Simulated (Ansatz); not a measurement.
in.yaml

```yaml
crystal:
  periodic: [false, false, false]
  atoms:
    - {symbol: C, position_ang: [0.000000, 0.000000, 0.077656]}
    - {symbol: C, position_ang: [0.000000, 0.000000, -2.005918]}
    - {symbol: H, position_ang: [0.000000, 0.000000, 1.928262]}
basis:
  gaussian: {orbitals: 6-31G}
magnetization: {spin_polarized: true, initial_magnetization: 1}
hamiltonian: {xc: {name: r2SCAN0}}
```

```sh
$ ansatz run in.yaml --threads 1 --pin off --events-out ev --progress --plain --max-ram 2393MiB
```

Log:

```
286 factors; integrals over basis functions are off by at most 1.9e-4 eV
mean field evaluation 1: about -2072.7233 eV, gradient 5.6e0 eV
mean field evaluation 2: about -2070.2553 eV, gradient 2.0e1 eV
mean field evaluation 4: about -2072.9943 eV, gradient 4.2e-1 eV
mean field evaluation 8: about -2072.9986 eV, gradient 2.8e-1 eV
mean field evaluation 16: about -2074.1337 eV, gradient 8.5e-2 eV
mean field evaluation 32: about -2074.1191 eV, gradient 3.0e-2 eV
mean field evaluation 64: about -2069.9512 eV, gradient 9.2e0 eV
mean field evaluation 96: about -2073.3961 eV, gradient 2.8e-1 eV
mean field evaluation 128: about -2074.1061 eV, gradient 9.0e-1 eV
mean field -2074.13419288 eV, -76.2230256895 hartree, gradient 5.3e-5 eV, S^2 1.966910; 15 other end points of the search recorded, 0 dependent functions left out
reference -2074.13419718 eV, -76.2230258477 hartree; 7, 6 occupied and 13, 14 virtual orbitals, 286 factors
Total energy: -2074.13419718 eV, -76.2230258477 hartree
```

Ran on 1 thread of Arm Neoverse V1, shared host: 5.5 s wall, 0.16 GiB peak host memory.
